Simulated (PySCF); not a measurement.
Species: C5H9S (charge -1).
Atom-mapped SMILES: `[S-:1][CH2:2][CH2:3][CH:4]1[CH2:5][CH2:6]1`

Cartesian coordinates in Å at the GFN2-xTB level; atoms count from 1:
```xyz
15
C5H9S angstrom
S      2.6055   -0.4413   -1.3950
C      1.9994    0.1939    0.1834
C      0.6069    0.8195    0.0608
C     -0.3882   -0.2051   -0.4182
C     -1.8587    0.0739   -0.3838
C     -1.2617   -0.9388    0.5500
H      1.9669   -0.6273    0.9144
H      2.7045    0.9507    0.5582
H      0.6610    1.6326   -0.6710
H      0.2899    1.2436    1.0247
H      0.0054   -0.7638   -1.2606
H     -2.4796   -0.2767   -1.1966
H     -2.1901    1.0141    0.0366
H     -1.1944   -0.6821    1.5989
H     -1.4712   -1.9852    0.3763
```

NICS = −σ at a ghost point: NICS(0) at the centroid of the ring atoms, NICS(1) 1 Å to either side along the normal of their mean plane, zz for the tensor component along that normal. Level: GIAO PBE0/pcSseg-1 (PySCF, non-relativistic, gas phase) on the GFN2-xTB geometry, one conformer.

Ring bond lengths (Å), with Mayer bond orders in brackets: C4–C5 1.497 (0.95), C5–C6 1.501 (0.98), C6–C4 1.496 (0.94).

Problem. Give the NICS values of each ring in ppm.

Solution. 
| ring | type | NICS(0) | NICS(1), two faces | NICS(1)zz, two faces | rms pucker (Å) | centre to ring atoms, mean (Å) |
| --- | --- | --- | --- | --- | --- | --- |
| C4–C5–C6 | 3-membered carbocycle; formal bonds all single | -44.1 | -8.5 / -8.8 | -21.1 / -23.3 | 0.00 | 0.86 |

Problem. What do they say, and how far can they be read as aromaticity?

Solution. 
- C4–C5–C6: mean NICS(1)zz -22.2 ppm, shielded. C4, C5, C6 have four or more neighbours, and the NICS criterion for π rings isn't applied. NICS(0) lies 35 ppm below the mean NICS(1).
